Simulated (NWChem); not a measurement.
# Total energies of H₂Si

```xyz
3

Si     0.0000     0.0000     0.1341
H      1.0961     0.0000    -0.9390
H     -1.0961     0.0000    -0.9390
```
Charge 0, spin multiplicity 1.

Program: NWChem. Structure: optimised with PBE0/def2-SVP, a minimum by its harmonic frequencies.

Basis set: def2-SVP (28 functions).

```json
[
 {"method": "RHF", "total energy (Ha)": "-289.92495"},
 {"method": "MP2", "total energy (Ha)": "-290.01193"},
 {"method": "B2PLYP", "total energy (Ha)": "-290.38285"},
 {"method": "PBE", "total energy (Ha)": "-290.35573"},
 {"method": "B3LYP", "total energy (Ha)": "-290.53854"},
 {"method": "BLYP", "total energy (Ha)": "-290.51038"},
 {"method": "CCSD(T)", "total energy (Ha)": "-290.04188"}
]
```

Total energies of different functionals aren't comparable as a measure of quality: only differences taken within one method are. 

The correlated methods keep 5 core orbitals frozen. B3LYP has NWChem's definition, with VWN1-RPA local correlation. The structure started from a generated list of species. Coupled-cluster values serve here as a point of comparison, not as the truth.
